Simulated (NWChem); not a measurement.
The numbers come from NWChem runs, not from measurements. System: hydrogen cyanide (CHN), charge 0, spin multiplicity 1, at a geometry optimised with PBE0/def2-SVP. Level: MP2/def2-TZVP, 2 core orbitals frozen.

Output (cleaned and shortened):

```
             Northwest Computational Chemistry Package (NWChem) 7.3.0
             --------------------------------------------------------

                                NWChem Input Module
                                -------------------

 Scaling coordinates for geometry "geometry" by  1.889725989
 (inverse scale =  0.529177249)

 Turning off AUTOSYM since
 SYMMETRY directive was detected!

                             Geometry "geometry" -> ""
                             -------------------------

 Output coordinates in angstroms (scale by  1.889725989 to convert to a.u.)

  No.       Tag          Charge          X              Y              Z
 ---- ---------------- ---------- -------------- -------------- --------------
    1 C                    6.0000     0.00000000     0.00000000    -0.49978000
    2 N                    7.0000     0.00000000     0.00000000     0.65400300
    3 H                    1.0000     0.00000000     0.00000000    -1.57933900

 Effective nuclear repulsion energy (a.u.)      23.8627895636

            Nuclear Dipole moment (a.u.)
            ----------------------------
        X                 Y               Z
 ---------------- ---------------- ----------------
     0.0000000000     0.0000000000     0.0000037795

      Symmetry information
      --------------------

 Group name             C2v
 Group number             16
 Group order               4
 No. of unique centers     3

      Symmetry unique atoms

     1    2    3


 Summary of "ao basis" -> "" (spherical)
 ------------------------------------------------------------------------------
       Tag                 Description            Shells   Functions and Types
 ---------------- ------------------------------  ------  ---------------------
 *                         def2-tzvp                  on all atoms

 Summary of "ao basis" -> "ao basis" (spherical)
 ------------------------------------------------------------------------------
       Tag                 Description            Shells   Functions and Types
 ---------------- ------------------------------  ------  ---------------------
 C                         def2-tzvp                11       31   5s3p2d1f
 N                         def2-tzvp                11       31   5s3p2d1f
 H                         def2-tzvp                 4        6   3s1p

                                 NWChem SCF Module
                                 -----------------

  ao basis        = "ao basis"
  functions       =    68
  atoms           =     3
  closed shells   =     7
  open shells     =     0
  charge          =   0.00
  wavefunction    = RHF
  use symmetry    = T
  symmetry adapt  = T

 Summary of "ao basis" -> "ao basis" (spherical)
 ------------------------------------------------------------------------------
       Tag                 Description            Shells   Functions and Types
 ---------------- ------------------------------  ------  ---------------------
 C                         def2-tzvp                11       31   5s3p2d1f
 N                         def2-tzvp                11       31   5s3p2d1f
 H                         def2-tzvp                 4        6   3s1p

      Symmetry analysis of basis
      --------------------------

        a1         32
        a2          6
        b1         15
        b2         15

 Forming initial guess at       0.0s

      Superposition of Atomic Density Guess
      -------------------------------------

 Sum of atomic energies:         -92.48268922

      Non-variational initial energy
      ------------------------------

 Total energy =     -93.095452
 1-e energy   =    -171.292896
 2-e energy   =      54.334654
 HOMO         =      -0.455506
 LUMO         =       0.036032

      Symmetry analysis of molecular orbitals - initial
      -------------------------------------------------

 !! scf_movecs_sym_adapt:   42 vectors were symmetry contaminated

  Symmetry fudging

 !! scf_movecs_sym_adapt:   40 vectors were symmetry contaminated

  Numbering of irreducible representations:

     1 a1          2 a2          3 b1          4 b2

  Orbital symmetries:

     1 a1          2 a1          3 a1          4 a1          5 a1
[...]
              MO Center=  6.0D-17, -2.5D-16,  7.9D-01, r^2= 8.8D-01
   Bfn.  Coefficient  Atom+Function         Bfn.  Coefficient  Atom+Function
  ----- ------------  ---------------      ----- ------------  ---------------
    39      0.370192  2 N  pz                35      0.360834  2 N  s
    42      0.272555  2 N  pz                 8     -0.202269  1 C  pz
    36      0.188335  2 N  s                 34      0.177581  2 N  s
    45      0.151701  2 N  pz

 Vector    6  Occ=2.000000D+00  E=-4.963007D-01  Symmetry=b1
              MO Center= -6.3D-17, -2.3D-33,  1.2D-01, r^2= 1.1D+00
   Bfn.  Coefficient  Atom+Function         Bfn.  Coefficient  Atom+Function
  ----- ------------  ---------------      ----- ------------  ---------------
    37      0.308973  2 N  px                 6      0.282578  1 C  px
    40      0.281687  2 N  px                 9      0.260496  1 C  px

 Vector    7  Occ=2.000000D+00  E=-4.963007D-01  Symmetry=b2
              MO Center= -3.7D-32,  1.1D-16,  1.2D-01, r^2= 1.1D+00
   Bfn.  Coefficient  Atom+Function         Bfn.  Coefficient  Atom+Function
  ----- ------------  ---------------      ----- ------------  ---------------
    38      0.308973  2 N  py                 7      0.282578  1 C  py
    41      0.281687  2 N  py                10      0.260496  1 C  py

 Vector    8  Occ=0.000000D+00  E= 1.468294D-01  Symmetry=a1
              MO Center=  3.7D-21,  8.3D-21, -2.4D+00, r^2= 2.3D+00
   Bfn.  Coefficient  Atom+Function         Bfn.  Coefficient  Atom+Function
  ----- ------------  ---------------      ----- ------------  ---------------
    65      4.075683  3 H  s                 14      2.326391  1 C  pz
    36     -2.009452  2 N  s                  5     -1.537599  1 C  s
     4      0.883097  1 C  s                 64     -0.606784  3 H  s
    11      0.386751  1 C  pz                22      0.378627  1 C  d  0
    35     -0.354301  2 N  s                 45      0.345931  2 N  pz

 Vector    9  Occ=0.000000D+00  E= 1.545837D-01  Symmetry=b2
              MO Center= -3.7D-31,  5.3D-18, -3.6D-01, r^2= 2.9D+00
   Bfn.  Coefficient  Atom+Function         Bfn.  Coefficient  Atom+Function
  ----- ------------  ---------------      ----- ------------  ---------------
    13      0.993975  1 C  py                44     -0.742080  2 N  py
    38     -0.272210  2 N  py                 7      0.203540  1 C  py
    41     -0.169048  2 N  py

 Vector   10  Occ=0.000000D+00  E= 1.545837D-01  Symmetry=b1
              MO Center=  2.2D-16,  4.9D-32, -3.6D-01, r^2= 2.9D+00
   Bfn.  Coefficient  Atom+Function         Bfn.  Coefficient  Atom+Function
  ----- ------------  ---------------      ----- ------------  ---------------
    12      0.993975  1 C  px                43     -0.742080  2 N  px
    37     -0.272210  2 N  px                 6      0.203540  1 C  px
    40     -0.169048  2 N  px

 center of mass
 --------------
 x =   0.00000000 y =   0.00000000 z =   0.10976926

 moments of inertia (a.u.)
 ------------------
          40.743856865309           0.000000000000           0.000000000000
           0.000000000000          40.743856865309           0.000000000000
           0.000000000000           0.000000000000           0.000000000000

  Mulliken analysis of the total density
  --------------------------------------

    Atom       Charge   Shell Charges
 -----------   ------   -------------------------------------------------------
    1 C    6     6.07   0.86  1.12  0.53  0.58  0.10  1.22  1.21  0.36  0.03  0.04  0.01
    2 N    7     7.17   0.82  1.15  0.60  0.88  0.28  1.36  1.43  0.59  0.01  0.05  0.00
    3 H    1     0.77   0.24  0.43  0.07  0.02

       Multipole analysis of the density wrt the origin
       ------------------------------------------------

     L   x y z        total         open         nuclear
     -   - - -        -----         ----         -------
     0   0 0 0     -0.000000      0.000000     14.000000

     1   1 0 0      0.000000      0.000000      0.000000
     1   0 1 0      0.000000      0.000000      0.000000
     1   0 0 1     -1.301238      0.000000      0.000004

     2   2 0 0     -8.894269      0.000000      0.000000
     2   1 1 0      0.000000      0.000000      0.000000
     2   1 0 1      0.000000      0.000000      0.000000
     2   0 2 0     -8.894269      0.000000      0.000000
     2   0 1 1      0.000000      0.000000      0.000000
     2   0 0 2     -7.051420      0.000000     24.951139

                   NWChem MP2 Semi-direct Energy/Gradient Module
                   ---------------------------------------------

  Basis functions       =     68
  Molecular orbitals    =     68
  Frozen core           =      2
  Frozen virtuals       =      0
  Active alpha occupied =      5
  Active beta occupied  =      5
  Active alpha virtual  =     61
  Active beta virtual   =     61
  Use MO symmetry       = T
  Use skeleton AO sym   = T

  AO/Fock/Back tols     =   1.0D-09  1.0D-09  1.0D-09

 GA uses MA = F    GA memory limited = T

 Available:
  local mem=  1.26D+08
 global mem=  1.44D+08
 local disk=  0.00D+00
  mp2_memr nvloc                    61
  nvloc new                    61
   1 passes of   5:        4194304                      24676                   2439748.
   1 passes of   5: M    126153212           G      144169952           F     121958908.

 Semi-direct pass number   1 of   1  for RHF alpha+beta  at        0.3s
  vrange nnbf                  2345
  mp2_eaftype                    10  avail_ma_in_mb                  1099
 EAF : mp2_eaftype filesize          10    1219874.
  mp2_eaf for mointskh                     10
Node 0 wrote      5.7 Mb in      0.0 s     Agg I/O rate:  2477.3 Mb/s
 Done moints_semi at        0.7s
  mp2_eaftype                    10  avail_ma_in_mb                  1089
 EAF : mp2_eaftype filesize          10    1219874.
  mp2_eaf for kh                    10
 Done maket at        0.7s
 Done multipass loop at        0.7s

          -------------------------------------------
          SCF energy                 -92.910905732431
          Correlation energy          -0.342099795581
          Singlet pairs               -0.215565492135
          Triplet pairs               -0.126534303445
          Total MP2 energy           -93.253005528011
          -------------------------------------------

          ---------------------------------------------------
                    Spin Component Scaled (SCS) MP2
          Same spin pairs                     -0.084356202297
          Same spin scaling factor             0.333333333333
          Opposite spin pairs                 -0.257743593284
          Opposite spin scaling fact.          1.200000000000
          SCS-MP2 correlation energy          -0.337411046040
          Total SCS-MP2 energy               -93.248316778470
          ---------------------------------------------------

 -----------------------
 Performance information
 -----------------------

 Timer overhead =  9.60D-08 seconds/call

               Nr. of calls         CPU time (s)                 Wall time (s)                GFlops
             ---------------    -------------------     ------------------------------   -------------------
Name         Min   Avg   Max    Min     Avg     Max     Min     Avg     Max   Mx/calls   Min     Max     Sum
mp2: moin     1     1     1   0.40    0.40    0.40     0.40    0.40    0.40    0.40      0.0     0.0     0.0
mp2: make     1     1     1   2.05E-2 2.05E-2 2.05E-2  2.05E-2 2.05E-2 2.05E-2 2.05E-2   0.0     0.0     0.0
mp2: tota     1     1     1   0.45    0.45    0.45     0.45    0.45    0.45    0.45      0.0     0.0     0.0

 The average no. of pstat calls per process was 3.00D+00
 with a timing overhead of 2.88D-07s

 Task  times  cpu:        0.7s     wall:        0.7s

 Total times  cpu:        0.7s     wall:        0.7s
```

Task: Write an NWChem input that would produce this output.

Result: One answer among several that fit: 
```
start mol
memory heap 200 mb stack 900 mb global 1100 mb
geometry units angstroms nocenter noautoz
  C      0.000000     0.000000    -0.499780
  N      0.000000     0.000000     0.654003
  H      0.000000     0.000000    -1.579339
  symmetry group C2v
end
basis spherical
  * library def2-tzvp
end
scf
  rhf
  nopen 0
  maxiter 100
  thresh 1e-7
  semidirect memsize 60000000 filesize 0
end
mp2
  freeze core 2
end
task mp2 energy
```
